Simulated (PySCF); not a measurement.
C₃H₄N (charge -1).
Cartesian coordinates in Å at the GFN2-xTB level; atoms count from 1:
```xyz
8
C3H4N angstrom
C     -0.9248   -0.2488   -0.0266
C      0.3612    0.4166    0.3724
C      1.5404    0.0422   -0.1703
N      2.5968   -0.3303   -0.5347
H     -1.4692    0.2555   -0.8567
H     -0.7327   -1.2742   -0.3535
H     -1.6368   -0.2962    0.8141
H      0.2740    1.4446    0.7307
```

Vertical excitations from PySCF (density fitting, frozen core in the response, grid level 2 and gas phase unless stated; continuum runs use non-equilibrium linear response for the excitations) on a GFN2-xTB geometry. Reference run:

| settings | S1, eV (f) | S2, eV (f) | S3, eV (f) | S4, eV (f) | S5, eV (f) | S6, eV (f) | T1, eV (Tamm–Dancoff) | mean α (au) |
| --- | --- | --- | --- | --- | --- | --- | --- | --- |
| CAM-B3LYP/pcSseg-2, IEF-PCM dichloromethane, TDA, 6 singlets | 3.66 (0.003) | 4.49 (0.004) | 4.95 (0.015) | 5.44 (0.006) | 5.76 (0.059) | 6.30 (0.139) | 3.46 | 65.5 |

Problem. What do these settings give: PBE0/pcSseg-2, IEF-PCM chloroform, TDA, 3 singlets?

Solution. 
```tsv
settings	S1, eV (f)	S2, eV (f)	S3, eV (f)	S4, eV (f)	S5, eV (f)	S6, eV (f)	T1, eV (Tamm–Dancoff)	mean α (au)
PBE0/pcSseg-2, IEF-PCM chloroform, TDA, 3 singlets	3.48 (0.003)	4.45 (0.004)	4.64 (0.015)	–	–	–	3.29	63.6
```

S1 moves by -0.18 eV; functional and environment change together, so the shift can't be laid on one. States are counted by energy in each run and needn't keep their character from row to row.

Problem. Give the leading configurations of S1 (H = HOMO, L = LUMO) and the HOMO–LUMO gap of each run.

Solution. 
```
                                                    settings  S1 configurations (weight)  S1 (eV)  orbital gap (eV)  S1 − gap (eV)
CAM-B3LYP/pcSseg-2, IEF-PCM dichloromethane, TDA, 6 singlets        H→L 0.81, H→L+4 0.11     3.66              6.88          -3.22
          PBE0/pcSseg-2, IEF-PCM chloroform, TDA, 3 singlets                    H→L 0.94     3.48              4.79          -1.31
```

The species at its GFN2-xTB geometry.
